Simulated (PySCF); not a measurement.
Compound: C₆H₁₀.
Numbering: `[CH2:1]=[CH:2][CH:3]1[CH2:4][CH2:5][CH2:6]1`

Definitions: NICS(0) = −σiso at the ring centroid; NICS(1) = −σiso and NICS(1)zz = −σzz at ±1 Å along the ring normal z. Level: GIAO PBE/pcSseg-2 (PySCF, non-relativistic, gas phase) on the PBE0-D3(BJ)/def2-SVP geometry, one conformer.

Ring bond lengths (Å): C3–C4 1.549, C4–C5 1.539, C5–C6 1.539, C6–C3 1.549.

Q: What do the NICS probes read (ppm)?

A: 
| ring | type | NICS(0) | NICS(1), two faces | NICS(1)zz, two faces | rms pucker (Å) | centre to ring atoms, mean (Å) |
| --- | --- | --- | --- | --- | --- | --- |
| C3–C4–C5–C6 | 4-membered carbocycle; formal bonds all single | -1.9 | -1.3 / -1.3 | 2.5 / 3.6 | 0.14 | 1.08 |

Q: What do they say, and how far can they be read as aromaticity?

A: 
- C3–C4–C5–C6: mean NICS(1)zz 3.0 ppm, deshielded. C3, C4, C5, C6 have four or more neighbours; no verdict on aromaticity is drawn.

Q: What is the mean of the two in-plane components of NICS at the second NICS(1) probe listed for ring C3–C4–C5–C6, 1 Å off the ring?

A: The isotropic value is a third of the trace: (3 × -1.3 − (3.6))/2 = -3.8 ppm.

Q: How shielded are the nuclei of the rings and their hydrogens (means over atoms taken as equivalent)?

A: 
```
       atoms                environment  σ isotropic (ppm)
          C3             allylic carbon              130.0
     C4 (×2)  four-membered-ring carbon              145.3
          C5  four-membered-ring carbon              157.3
     H on C3           methine hydrogen              28.24
H on C4 (×2)         methylene hydrogen              29.11
H on C4 (×2)         methylene hydrogen              29.28
     H on C5         methylene hydrogen              29.28
     H on C5         methylene hydrogen              29.48
```

Q: How do the values depend on the level or the medium?

A: 
```
             level  NICS(0), C3–C4–C5–C6  mean NICS(1)zz, C3–C4–C5–C6
 PBE/pcSseg-2, gas                  -1.9                          3.0
PBE0/pcSseg-1, gas                  -2.0                          2.8
```

The geometry is the same throughout.

Conformer computed: `[CH2:1]=[CH:2][CH:3]1[CH2:4][CH2:5][CH2:6]1`: C1–C2–C3–C4 -128°.
